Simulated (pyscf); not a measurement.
**Routes from `[NH3]` + `[NH2][SiH][NH2]` [doublet]**

Candidate steps break at most two bonds and form at most two. Each was searched with GFN2-xTB (tblite) first. Single points on ωB97X-D3(BJ)/def2-SVP structures (PySCF, gas phase). Energies: ωB97M-D3(BJ)/def2-TZVP, kcal/mol, from the separated reactants, doublet surface; ΔG‡ with ideal gas, 1 atm, RRHO with modes under 100 cm⁻¹ raised to 100, one conformer, R ln 2 for chiral ones without a mode under 150 cm⁻¹.

```csv
products,type,ΔE‡,ΔE,ΔG‡ 298 K,ΔG‡ 900 K,ν‡ (cm⁻¹)
H₂N–SiH₂–NH₂ + NH₂•,hydrogen abstraction,20.4,+15.6,27.1,46.6,1024i
H₂N–Si•(NH₂)–NH₂ + H₂,four-centre exchange,34.1,-9.5,44.1,68.1,1455i
```

Row 1: On the product side the descent ends in a complex (not fully relaxed), 5.7 kcal/mol under the separated species and 9.8 kcal/mol under the saddle at ωB97X-D3(BJ)/def2-TZVP. 

Plain bond fissions and candidates not yet searched are not listed, and one of them may be faster. Each barrier is that of the saddle found; lower ones may exist.
